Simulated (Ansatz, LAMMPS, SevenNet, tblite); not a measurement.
# Ladder of methods for the zone-centre TO phonon frequency of zinc-blende ZnS

Reference value: 277 ± 3 cm⁻¹ (measured, room temperature, no zero-point or thermal correction, neutron, sources range from 273 to 277; as tabulated in Vagelatos et al., J. Chem. Phys. (1974)).

| level (code) | value (cm⁻¹) | cell (Å³/atom) | difference (%) |
|---|---|---|---|
| ionic model grunwald2012 (rigid ions, LAMMPS) | 261 | 20.54 | -5.8 |
| ionic model hamad2002 (shell model, LAMMPS) | 257 | 19.84 | -7.2 |
| GFN1-xTB (tblite) | 187 | 22.43 | -32 |
| SevenNet-0 (SevenNet) | 233 | 20.25 | -15.9 |
| SevenNet-l3i5 (SevenNet) | 249 | 20.24 | -10.1 |
| LDA (Ansatz) | 291 | 18.57 | +5.1 |
| PBE (Ansatz) | 260 | 20.16 | -6.1 |
| r²SCAN (Ansatz) | 273 | 19.56 | -1.4 |

Leaving aside ionic model grunwald2012, ionic model hamad2002, which can be fitted to such values or carry a doubt: Nearest, and too close to rank with a margin of 3.0 % (twice that across the reference) picked here for doubts on the reference and the settings, and for temperature and zero-point motion: r²SCAN (-1.4 %), LDA (+5.1 %). GFN1-xTB (-32 %) lies farthest from it.

The reference has no zero-point or thermal correction, while the calculations are for a static lattice, so the differences are not the levels' errors alone.  GFN1-xTB: the method was fitted mainly to molecules. GFN1-xTB: the run uses a supercell at the zone centre in place of a k mesh. Each level is taken at its own relaxed cell. Cutoffs differ between the levels. Ansatz's density-functional and Hartree–Fock values are scalar-relativistic unless marked +SOC, with PAW data made under PBE.

Empirical potentials (ionic model grunwald2012, ionic model hamad2002) are fitted to chosen data, which need not cover the solid at hand: agreement can be built in, and what lay outside the fit can be far off. Machine-learned potentials (SevenNet-0, SevenNet-l3i5) are trained on DFT data, which may include these solids.

Differences are worked out from the printed values.

Ansatz is a quantum-chemistry and plane-wave program.
